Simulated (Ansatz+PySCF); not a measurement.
# doublet C₂H₅: levels of theory in one basis

```csv
atom,x (Å),y (Å),z (Å)
C,0.7966,0.0001,-0.0256
C,-0.6910,0.0002,-0.0084
H,1.3542,-0.9264,0.0351
H,1.3547,0.9262,0.0352
H,-1.1044,0.8902,-0.4924
H,-1.1048,-0.8820,-0.5066
H,-1.1079,-0.0087,1.0662
```

Basis set: cc-pVTZ (spherical functions). Correlated methods keep 2 orbitals frozen. Correlation on ROHF uses semicanonical orbitals with singles. Charge 0, multiplicity 2.

Computed with Ansatz (development build ahead of 0.2.0); each method stands on the lowest determinant of its kind that the runs found.

| method | E − E(ROHF) (eV) | <S²> of the determinant |
| --- | --- | --- |
| ROHF | 0.00 | 0.75 |
| UHF | -0.13 | 0.76 |
| ROHF-MP2 | -9.16 | – |
| UHF-MP2 | -9.14 | 0.76 |

(1) What does ROHF-CCSD(T) give on the same scale?

(2) Is a single determinant a sound starting point here?

Answers

(1) -10.35 eV.

(2) By this sign, yes. Unrestricted orbitals gain 0.13 eV and <S²> is 0.76 against 0.75 for a pure state.
